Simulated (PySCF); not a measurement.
## Calculated properties of protonated cyanoacetylene cation, `[NH+]#CC#C`

Species: protonated cyanoacetylene cation, C₃H₂N (charge +1).
Cartesian coordinates in Å at the GFN2-xTB level; atoms count from 1:
```
atom  x, y, z in Å
C1     1.3511    0.8560   -0.8080
C2     0.4666    0.2948   -0.1972
C3    -0.5102   -0.3230    0.4764
N4    -1.3489   -0.8547    1.0579
H5     2.1254    1.3476   -1.3414
H6    -2.0809   -1.3188    1.5638
```

Structural features include: alkyne.

**GFN2-xTB geometry**

```
Point group of the GFN2-xTB geometry                    : C∞v
Rotational constant B (linear) of the GFN2-xTB geometry : 4.350 GHz
```

**CAM-B3LYP/def2-SVPD ground state and vertical TDDFT (core frozen in the response) (PySCF)**

```
HOMO energy                                                       : -16.56 eV
LUMO energy                                                       : -7.24 eV
HOMO–LUMO gap                                                     : 9.32 eV
Lowest singlet excitation                                         : 4.66 eV (266 nm, f = 0.000)
Strongest line among the 8 lowest singlet transitions             : S5 at 8.53 eV (145 nm, f = 1.490)
Lowest triplet excitation (Tamm–Dancoff)                          : 3.80 eV
Static isotropic polarisability                                   : 36.3 au
Electronic spatial extent ⟨r²⟩ about the centre of nuclear charge : 263 bohr²
```

Monoisotopic mass of the ion (most abundant isotopes, electron mass counted): 52.0182 u.

In wavenumbers S1 is 37600 cm⁻¹ (1 eV = 8065.54 cm⁻¹). The polarisability is 5.38 Å³ as a volume (1 au = 0.148185 Å³), or 1.40 au for each of the 26 electrons. The vertical singlet–triplet gap S1 − T1 is 0.86 eV (TDDFT singlet less Tamm–Dancoff triplet). For a rigid linear rotor the levels are B·J(J + 1), so J = 1 lies 2B = 8.70 GHz above J = 0. No computed singlet falls in the visible range (750 to 380 nm, 1.65 to 3.26 eV); S1 lies 1.40 eV above its blue end. The principal polarisabilities are 20.2, 20.2 and 68.3 au; their mean is the isotropic value. S1 lies 4.66 eV below the HOMO–LUMO gap.

Isolated species at its GFN2-xTB geometry, gas phase.
